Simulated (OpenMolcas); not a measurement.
# SiH3Cl (chlorosilane), step by step

Aim: a series of 9 runs (UHF/aug-cc-pVDZ, CASSCF(2,2)/aug-cc-pVDZ, CASPT2(2,2)/aug-cc-pVDZ, CASPT2[IPEA 0](2,2)/aug-cc-pVDZ, SC-NEVPT2(2,2)/aug-cc-pVDZ, PC-NEVPT2(2,2)/aug-cc-pVDZ, MC-PDFT[tPBE](2,2)/aug-cc-pVDZ, MC-PDFT[ftPBE](2,2)/aug-cc-pVDZ, and more) of SiH3Cl (chlorosilane). 

The results are computed with OpenMolcas 26.06.

### Step 1. The system as given

The species is SiH3Cl (5 atoms), meant as a singlet with charge 0. As SMILES, `[SiH3]Cl`. The Si1–H5 distance was set to 3.258 Å, away from the relaxed value. At this shape a bond of the SMILES string is far longer than usual.

Bond lengths: Si1–Cl2 2.054 Å, Si1–H3 1.481 Å, Si1–H4 1.481 Å. Angles: Cl2–Si1–H3 108.5°, Cl2–Si1–H4 108.5°, H3–Si1–H4 110.4°.

### Step 2. A single-point energy at UHF/aug-cc-pVDZ (run 1)

Contents of mol.xyz:

```xyz
5

Si    -0.017442    -1.753530     0.057658
Cl     1.932858    -2.285630     0.418458
H     -0.856342    -2.260430     1.167658
H     -0.440142    -2.357830    -1.226342
H     -0.190800     1.495400    -0.104700
```

Contents of step1.inp:

```
>>> EXPORT MOLCAS_PRINT=2
&GATEWAY
BasLib
$CurrDir
Coord
mol.xyz
Basis
aug-cc-pVDZ
Group
NoSym
&SEWARD
&SCF
UHF
Scramble
0.25
PrOrbitals
1 2
```

The basis set aug-cc-pVDZ is read from a file made from the Basis Set Exchange's data (not shown).

The run is started by

```sh
$ export MOLCAS_MEM=1860
$ pymolcas step1.inp > step1.log
```

The log of the run:

```text
--- Start Module: gateway ---
[...]
--- Stop Module: gateway /rc=_RC_ALL_IS_WELL_ ---
--- Start Module: seward ---
[...]
      Basis functions           81
--- Stop Module: seward /rc=_RC_ALL_IS_WELL_ ---
[...]
--- Start Module: scf ---
[...]
       Convergence after  23 Iterations
[...]
::    Total SCF energy                               -750.1083196519
[...]
      Total spin, S                                     0.5958197222
[...]
      Total electronic charge=   34.000000
      Total            charge=   -0.000000
[...]
      Dipole Moment (debye):
      Origin of the operator (angstrom)=    0.9944   -2.0029    0.2438
                   X= -1.3790E+00               Y=  2.2745E-01               Z= -2.4923E-01           Total=  1.4196E+00
      Quadrupole Moment (debye*angstrom):
[...]
--- Stop Module: scf /rc=_RC_ALL_IS_WELL_ ---
[...]
```

Run time: 6.3 s. Hardware: 1 thread of Arm Neoverse V2, shared host; peak memory 0.45 GiB.

### Step 3. A single-point energy at CASSCF(2,2)/aug-cc-pVDZ (run 2)

mol.xyz is that of step 2.

Contents of step2.input:

```
* ClH3Si CASSCF
>>> EXPORT MOLCAS_PRINT=2
&GATEWAY
BasLib=$CurrDir
Coord=mol.xyz
Basis=aug-cc-pVDZ
Group=NoSym
&SEWARD
&RASSCF
FileOrb=$CurrDir/step1.UnaOrb
Spin=1
Nactel=2 0 0
Inactive=16
Ras2=2
OrbListing=Nothing
```

The basis set aug-cc-pVDZ is read from a file made from the Basis Set Exchange's data (not shown).

The run is started by

```sh
$ export MOLCAS_MEM=1860
$ pymolcas step2.input > step2.log
```

The log of the run:

```text
--- Start Module: gateway ---
[...]
--- Stop Module: gateway /rc=_RC_ALL_IS_WELL_ ---
--- Start Module: seward ---
[...]
      Basis functions           81
--- Stop Module: seward /rc=_RC_ALL_IS_WELL_ ---
[...]
--- Start Module: rasscf ---
[...]
      Number of active orbitals                  2
[...]
      Spin quantum number                      0.0
[...]
      Active orbitals                            2
[...]
      Number of CSFs                             3
[...]
      Number of root(s) required                 1
[...]
      Convergence after 10 iterations
[...]
      printout of CI-coefficients larger than  0.05 for root  1
      energy=    -750.113963
      conf/sym  11     Coeff  Weight
             1  20  -0.85289 0.72742
             3  02   0.52209 0.27258
      Natural orbitals and occupation numbers for root  1
      sym 1:   1.454834   0.545166
      ************************************************************************************************************************
      *                                                    Final results                                                     *
[...]
::    RASSCF root number  1 Total energy:   -750.11396292
[...]
      Total electronic charge=   34.000000
      Total            charge=   -0.000000
[...]
      Dipole Moment (debye):
      Origin of the operator (angstrom)=    0.9944   -2.0029    0.2438
                   X= -1.3249E+00               Y= -1.3594E-01               Z= -2.2503E-01           Total=  1.3507E+00
      Quadrupole Moment (debye*angstrom):
[...]
--- Stop Module: rasscf /rc=_RC_ALL_IS_WELL_ ---
[...]
```

Run time: 5.1 s. Hardware: 1 thread of Arm Neoverse V2, shared host; peak memory 0.45 GiB.

Runs 3 to 4 aren't shown in full; the table further down has their settings and results.

### Step 4. A single-point energy at SC-NEVPT2(2,2)/aug-cc-pVDZ (run 5)

mol.xyz is that of step 3.

Contents of step5.input:

```
* ClH3Si NEVPT2
>>> EXPORT MOLCAS_PRINT=2

&GATEWAY
  BasLib
  $CurrDir
  Coord
  mol.xyz
  Basis
  aug-cc-pVDZ
  Group
  NoSym

&SEWARD

&RASSCF
  FileOrb
  $CurrDir/step2.RasOrb
  Spin
  1
  Nactel
  2 0 0
  Inactive
  16
  Ras2
  2
  OrbListing
  Nothing

&CASPT2
  SC-NEVPT2
  Frozen
  10
```

The basis set aug-cc-pVDZ is read from a file made from the Basis Set Exchange's data (not shown).

The run is started by

```sh
$ export MOLCAS_MEM=1860
$ pymolcas step5.input > step5.log
```

The log of the run:

```text
--- Start Module: gateway ---
[...]
--- Stop Module: gateway /rc=_RC_ALL_IS_WELL_ ---
[...]
      Basis functions           81
[...]
--- Start Module: rasscf ---
[...]
      Number of active orbitals                  2
[...]
      Spin quantum number                      0.0
[...]
      Active orbitals                            2
[...]
      Number of CSFs                             3
[...]
      Number of root(s) required                 1
[...]
      Convergence after  4 iterations
[...]
      printout of CI-coefficients larger than  0.05 for root  1
      energy=    -750.113963
      conf/sym  11     Coeff  Weight
             1  20  -0.85289 0.72742
             3  02   0.52209 0.27258
      Natural orbitals and occupation numbers for root  1
      sym 1:   1.454837   0.545163
      ************************************************************************************************************************
      *                                                    Final results                                                     *
[...]
::    RASSCF root number  1 Total energy:   -750.11396292
[...]
      Total electronic charge=   34.000000
      Total            charge=   -0.000000
[...]
      Dipole Moment (debye):
      Origin of the operator (angstrom)=    0.9944   -2.0029    0.2438
                   X= -1.3248E+00               Y= -1.3596E-01               Z= -2.2503E-01           Total=  1.3507E+00
      Quadrupole Moment (debye*angstrom):
[...]
--- Stop Module: rasscf /rc=_RC_ALL_IS_WELL_ ---
[...]
--- Start Module: caspt2 ---
[...]
 ###    WARNING: User changed nr of frozen orbitals.                         ###
 ###############################################################################
[...]
      E2 (Variational):          -0.2357695106
[...]
      E2 (Variational):          -0.2357451221
      Total energy:            -750.3497080393
[...]
      Reference weight:           0.90834
[...]
::    SC-NEVPT2 Root  1     Total energy:   -750.34970804
[...]
--- Stop Module: caspt2 /rc=_RC_ALL_IS_WELL_ ---
[...]
```

It took 4.2 s on 1 thread of Arm Neoverse V2, shared host; peak memory 0.45 GiB.

Runs 6 to 8 aren't shown in full; the table further down has their settings and results.

### Step 5. The energy at MRCI(2,2)/aug-cc-pVDZ (run 9)

mol.xyz is that of step 4.

Contents of step9.input:

```
&gateway
  baslib
  $CurrDir
  coord
  mol.xyz
  basis
  aug-cc-pVDZ
  group
  NoSym

&seward

&rasscf
  fileorb
  $CurrDir/step2.RasOrb
  spin
  1
  nactel
  2 0 0
  inactive
  16
  ras2
  2
  orblisting
  Nothing

&motra
  lumorb
  frozen
  10

&guga
  electrons
  14
  spin
  1
  inactive
  6
  active
  2
  ciall
  1

&mrci
  sdci
```

The basis set aug-cc-pVDZ is read from a file made from the Basis Set Exchange's data (not shown).

The run is started by

```sh
$ export MOLCAS_MEM=1860
$ pymolcas step9.input > step9.log
```

The log of the run:

```text
--- Start Module: gateway ---
[...]
--- Stop Module: gateway /rc=_RC_ALL_IS_WELL_ ---
[...]
      Basis functions           81
[...]
      Number of active orbitals                  2
[...]
      Spin quantum number                      0.0
[...]
      Active orbitals                            2
[...]
      Number of CSFs                             3
[...]
      Number of root(s) required                 1
[...]
      Convergence after  4 iterations
[...]
      printout of CI-coefficients larger than  0.05 for root  1
      energy=    -750.113963
      conf/sym  11     Coeff  Weight
             1  20  -0.85289 0.72742
             3  02   0.52209 0.27258
      Natural orbitals and occupation numbers for root  1
      sym 1:   1.454837   0.545163
      ************************************************************************************************************************
      *                                                    Final results                                                     *
[...]
::    RASSCF root number  1 Total energy:   -750.11396292
[...]
      Dipole Moment (debye):
      Origin of the operator (angstrom)=    0.9944   -2.0029    0.2438
                   X= -1.3248E+00               Y= -1.3596E-01               Z= -2.2503E-01           Total=  1.3507E+00
      Quadrupole Moment (debye*angstrom):
[...]
      *** WARNING: Default frozen orbitals is overwritten by user input.
      *** Default values:   7
[...]
--- Start Module: guga ---
[...]
--- Stop Module: guga /rc=_RC_ALL_IS_WELL_ ---
--- Start Module: mrci ---
[...]
       (But an ACPF correction will be computed)
       USE THE DEFAULT ACPF G-VALUE GFAC=  0.14285714285714285
[...]
                      CI ENERGY:  -750.35923813
[...]
                ACPF CORRECTION:    -0.02324023
[...]
      Total electronic charge=   34.000000
      Total            charge=    0.000000
[...]
     ACPF CORRECTION:     -0.02324023
[...]
  CI State   1     Total energy:   -750.35923813     QDav:     -0.02754864     QACPF:     -0.02324023
[...]
--- Stop Module: mrci /rc=_RC_ALL_IS_WELL_ ---
[...]
```

Wall time 11 s (1 thread of Arm Neoverse V2, shared host); peak memory 0.45 GiB.

### Step 6. All runs side by side

```csv
run,level,scramble,active rule,energy (Eh),dipole moment (D) of the reference,wall time
1,UHF/aug-cc-pVDZ,0.25,–,-750.108320,1.42,6.3 s
2,"CASSCF(2,2)/aug-cc-pVDZ",–,uhf natural orbitals,-750.113963,1.35,5.1 s
3,"CASPT2(2,2)/aug-cc-pVDZ",–,uhf natural orbitals,-750.351747,1.35,4.5 s
4,"CASPT2[IPEA 0](2,2)/aug-cc-pVDZ",–,uhf natural orbitals,-750.353772,1.35,4.5 s
5,"SC-NEVPT2(2,2)/aug-cc-pVDZ",–,uhf natural orbitals,-750.349708,1.35,4.2 s
6,"PC-NEVPT2(2,2)/aug-cc-pVDZ",–,uhf natural orbitals,-750.349732,1.35,4.2 s
7,"MC-PDFT[tPBE](2,2)/aug-cc-pVDZ",–,uhf natural orbitals,-751.029276,1.35,4.8 s
8,"MC-PDFT[ftPBE](2,2)/aug-cc-pVDZ",–,uhf natural orbitals,-751.191763,1.35,4.8 s
9,"MRCI(2,2)/aug-cc-pVDZ",–,uhf natural orbitals,-750.359238,1.35,11 s
```

### Step 7. Summary of results

| quantity | value |
| --- | --- |
| run 9, MRCI(2,2)/aug-cc-pVDZ: total energy | -750.35924 Eh |
| run 9, MRCI(2,2)/aug-cc-pVDZ: dipole moment (CASSCF density) | 1.35 D |

In words: Below the UHF energy at the same shape and in the same basis (aug-cc-pVDZ): CASSCF(2,2) -5.6 mEh; CASPT2(2,2) -243.4 mEh; CASPT2[IPEA 0](2,2) -245.5 mEh; SC-NEVPT2(2,2) -241.4 mEh; PC-NEVPT2(2,2) -241.4 mEh; MRCI(2,2) -250.9 mEh. Active-space methods hold only the correlation inside their space unless a perturbation or CI step follows. Spin contamination of the reference: run 1 ⟨S²⟩ = 0.95. Where it is this large, the reference is a mixture of spin states, and values that rest on it are in doubt. All runs together took 50 s, the longest 11 s.
